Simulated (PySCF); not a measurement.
Species: C₄H₇Cl₂ (doublet state).
Z-matrix (Å and degrees, GFN2-xTB geometry), rows numbered from 1:
```
C 
C   1  1.4827
C   2  1.4533  1  120.93
Cl  3  1.8690  2  109.07  1   -94.08
C   2  1.4553  1  119.74  3   178.18
Cl  5  1.8660  2  109.15  1   -90.35
H   1  1.0944  2  110.15  3  -107.27
H   1  1.0905  2  111.05  3   134.74
H   1  1.0862  2  111.19  3    12.89
H   3  1.0874  2  113.75  1   151.13
H   3  1.0866  2  114.09  1    21.38
H   5  1.0875  2  113.61  1   154.49
H   5  1.0868  2  113.95  1    25.05
```

The hyperfine couplings belong to this conformer and change with its torsions.

As a line formula: `C[C](CCl)CCl` [radical].

The calculation used UKS B3LYP, pcH-1 on C Cl H, non-relativistic, mean-field spin-orbit, GIAO in PySCF 2.14.0. One conformer (not necessarily the lowest) at the GFN2-xTB geometry, without solvent, vibrations or thermal averaging. GFN2-xTB frequencies show an imaginary mode (38i cm⁻¹), so this geometry is no minimum at that level. A GFN2-xTB geometry isn't a minimum of the functional, and hyperfine couplings can be far from their values at a DFT geometry. No stability test was run, so a lower SCF solution isn't excluded.

Break the g tensor into its mass correction, gauge correction and orbital-Zeeman/spin–orbit terms.

```csv
Δg (ppm),1,2,3
relativistic mass correction,-202,-202,-202
gauge correction,12,-8,16
orbital Zeeman/spin–orbit,-1213,-160,5154
total,-1402,-370,4967
```

So g = 2.00092, 2.00195, 2.00729 and g_iso = 2.00338; the tensor is rhombic: the two nearest values differ by 16 % of g3 − g1. Axes: g1 points within 12° of the C1–C2 bond.

At 94.326 GHz, how far is the centre of the isotropic spectrum from where a free electron (g = 2.002319) resonates?

B = hν/(g μB) with μB/h = 13.99624 MHz/mT gives 3365.79 mT for the free electron and 3364.00 mT at g_iso, 1.79 mT lower.

How much does each term add to the isotropic shift?

The orbital-Zeeman/spin–orbit term 1260, the mass correction -202 and the gauge correction 7 ppm, for a total of 1065 ppm. The orbital-Zeeman/spin–orbit term is the largest in size. The mass correction is the same along every axis, so the anisotropy comes from the other two: their spans along these axes are 24 (gauge) and 6366 ppm (orbital Zeeman/spin–orbit).

What effective moment and Curie constant follow for a powder?

With the mean of g² = 4.0136 and S(S+1) = 0.75: μ_eff = √(⟨g²⟩S(S+1)) = 1.735 μB and χT = 0.12505·⟨g²⟩·S(S+1) = 0.376 cm³ K/mol (cgs; spin-Hamiltonian part alone).

In a frozen sample, at which fields do the three g values resonate at 9.5, 34, 94 and 263 GHz (hyperfine left aside), and which band first spreads them over more than twice a line width of 0.5 mT?

| band | GHz | B(g3) mT | B(g2) mT | B(g1) mT | spread mT |
| --- | --- | --- | --- | --- | --- |
| X | 9.5 | 338.14 | 339.05 | 339.22 | 1.08 |
| Q | 34.0 | 1210.20 | 1213.43 | 1214.05 | 3.85 |
| W | 94.0 | 3345.85 | 3354.77 | 3356.50 | 10.65 |
| J | 263.0 | 9361.27 | 9386.23 | 9391.07 | 29.80 |

The spread grows in proportion to the frequency. X band is the first where it exceeds 1.0 mT.

The largest Mulliken spin populations are on C2 (+0.84), Cl4 (+0.12), Cl6 (+0.12) and C1 (-0.07). No atom but C2 exceeds +0.15. The positive populations add up to 1.19 and the negative ones to -0.19, together 2S = 1. The angles at C2 add up to 360.0°, so it is planar.

The HOMO–LUMO gaps are 5.75 eV among the α and 5.17 eV among the β orbitals.
